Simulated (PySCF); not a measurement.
Question: What does the PBE0-D3(BJ)/def2-SVP structure of `C[C@@H]1S[C@@H]1CF` look like in three dimensions?

Answer: 
```
atom  x, y, z in Å
C1     1.5905    0.5384    0.3700
C2     0.8381   -0.7359    0.1053
S3     0.3380   -1.1542   -1.5973
C4    -0.6291   -0.7666   -0.1160
C5    -1.4375    0.4986   -0.1316
F6    -1.6673    0.9162    1.1590
H7     1.4459    0.8480    1.4178
H8     2.6666    0.3929    0.1984
H9     1.2551    1.3547   -0.2830
H10    1.2281   -1.6058    0.6472
H11   -1.1619   -1.6234    0.3144
H12   -0.9076    1.2919   -0.6808
H13   -2.4080    0.3242   -0.6245
```

Any rigid rotation of these coordinates is as good. Atoms count from 1 in this order. The 3-membered ring C2–S3–C4 has internal angles of 48.2° to 66.3°. Of the pairs four or more bonds apart, H9···H12 is among the closest relative to their van der Waals radii: 2.20 Å, 92 % of the sum of Bondi's values.

Bonds between heavy atoms (Å): C1–C2 1.503, C2–S3 1.823, S3–C4 1.811, C4–C5 1.501, C5–F6 1.376, C2–C4 1.484.

Method: PySCF, PBE0-D3(BJ)/def2-SVP geometry optimisation, gas phase.

Point group: C1 (no symmetry element, even within 0.4 Å). Stationary, but not proved a minimum. The numbers are those of one conformer (S3–C4–C5–F6 -156°).

The run took 26 s on one thread, Arm Neoverse V2, no GPU, on a shared host. This is the geometry optimisation.
